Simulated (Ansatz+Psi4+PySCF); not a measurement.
doublet AlF(+): levels of theory in one basis

```xyz
2

Al    0.0000    0.0000   -0.0106
F     0.0000    0.0000    1.9906
```

Basis set: cc-pVTZ on F; cc-pV(T+d)Z on Al (spherical functions). Correlated methods keep 6 orbitals frozen. Correlation on ROHF uses semicanonical orbitals with singles. Charge 1, multiplicity 2.

Computed with Ansatz (development build ahead of 0.2.0) and Psi4 1.11; each method stands on the lowest determinant of its kind that the runs found.

```
 method  E − E(ROHF) (eV)  <S²> of the determinant
   ROHF              0.00                     0.75
    UHF             -0.09                     0.79
UHF-MP2             -8.01                     0.79
```

(1) What does ROHF-MP2 give on the same scale?

Results:

(1) -8.10 eV.

Caution for ROHF-MP2, UHF-MP2: bonds are stretched, where a single reference can fail.
